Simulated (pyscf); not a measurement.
Structures and frequencies: ωB97X-D3(BJ)/def2-SVP in PySCF.

SMILES: C1CC1CC(=O)C
```xyz
17

C     -0.6432     0.7423     2.3442
C      0.7641     0.2470     2.0736
O      1.6012     0.2059     2.9459
C      1.0875    -0.1905     0.6494
C      0.0867    -1.1652     0.0605
C     -0.0008    -1.3408    -1.4297
C     -1.1234    -0.6702    -0.6862
H     -0.6960     1.1489     3.3627
H     -1.3588    -0.0886     2.2397
H     -0.9359     1.5100     1.6108
H      2.1009    -0.6194     0.6677
H      1.1222     0.7176     0.0201
H     -0.0556    -2.0749     0.6558
H     -0.1667    -2.3474    -1.8240
H      0.6474    -0.7155    -2.0519
H     -1.2408     0.4115    -0.8069
H     -2.0667    -1.2115    -0.5678
```

Q: What is the homolytic dissociation enthalpy (298 K, ωB97M-D3(BJ)/def2-TZVP) of the C–C bond of `[CH3][C](=[O])[CH2][CH]1[CH2][CH2]1`, to H₃C–C•=O + cyclic C₄H₇ (SMILES [CH2]C1CC1) [doublet]?

A: C–C to H₃C–C•=O + cyclic C₄H₇ (SMILES [CH2]C1CC1) [doublet]: 79.4 kcal/mol. The 7 functionals that were run give +71.5 (r²SCAN) to +80.3 kcal/mol (M06-2X). The radicals are drawn with the spin at the cut bond; how far it spreads was not checked. cyclic C₆H₁₀O (SMILES CC(=O)CC1CC1) lies 10.0 kcal/mol over its isomer cyclic C₆H₁₀O (SMILES OC1CC=CCC1), and others may lie lower still (electronic energy, ωB97M-D3(BJ)). cyclic C₄H₇ (SMILES [CH2]C1CC1) [doublet] lies 19.6 kcal/mol over its isomer •H₂C–CH=CH–CH₃, and others may lie lower still (electronic energy, ωB97M-D3(BJ)). Other isomers of H₃C–C•=O were not searched in full and may lie lower.
